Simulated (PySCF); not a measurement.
`[AlH4-]`, [AlH₄]-, charge -1

Molfile (atoms numbered from 1):
```
AlH4
     RDKit          3D

  5  4  0  0  0  0  0  0  0  0999 V2000
    0.0085    0.0200    0.0063 Al  0  0  0  0  0  4  0  0  0  0  0  0
   -0.6658    1.2100   -0.1776 H   0  0  0  0  0  0  0  0  0  0  0  0
    1.3934   -0.1572   -0.5746 H   0  0  0  0  0  0  0  0  0  0  0  0
   -0.4745   -1.1295   -1.0454 H   0  0  0  0  0  0  0  0  0  0  0  0
   -0.4284   -0.4452    1.5131 H   0  0  0  0  0  0  0  0  0  0  0  0
  1  2  1  0
  1  3  1  0
  1  4  1  0
  1  5  1  0
M  CHG  1   1  -1
M  END
```

Method: GIAO B3LYP/aug-pcSseg-1 magnetisability, rotational g tensor and spin-rotation constants, non-relativistic, gas phase (PySCF 2.14.0). Geometry: GFN2-xTB, normal-mode sample at 1000 K.

For an ion the centre-of-mass motion in the field is neglected.

How diamagnetic is it, and how anisotropic?

Isotropic -456 × 10⁻³⁰ J/T², or -27.5 × 10⁻⁶ cm³/mol; principal values -495, -462, -412 × 10⁻³⁰ J/T², anisotropy 72 × 10⁻³⁰ J/T² (root of half the summed squared differences of the principal values). The susceptibility is in cgs units.

Split it along the inertial axes a, b, c into diamagnetic and paramagnetic parts about the centre of mass, with the quadrupole moment.


| axis | χ (10⁻⁶ cm³/mol) | diamagnetic (10⁻⁶ cm³/mol) | paramagnetic (10⁻⁶ cm³/mol) | summed x² of all electrons (Å²) | quadrupole Θ (D Å) |
| --- | --- | --- | --- | --- | --- |
| a | -25.2 | -65.5 | 40.3 | 10.0 | -2.33 |
| b | -28.9 | -74.3 | 45.3 | 8.0 | +1.13 |
| c | -28.3 | -76.5 | 48.2 | 7.5 | +1.20 |

Anisotropies 2χaa − χbb − χcc = +6.7 and 2χbb − χaa − χcc = -4.3 × 10⁻⁶ cm³/mol. Θ is traceless in Buckingham's convention.

And the rotational g tensor?


```tsv
axis	rotational constant (GHz)	g	nuclear part	electronic part
a	97.9132	-0.8551	0.9984	-1.8535
b	74.8774	-0.5961	0.9989	-1.5949
c	69.5628	-0.5754	0.9988	-1.5741
```
Asymmetric top; isotopes 27Al, 1H; no vibrational averaging.
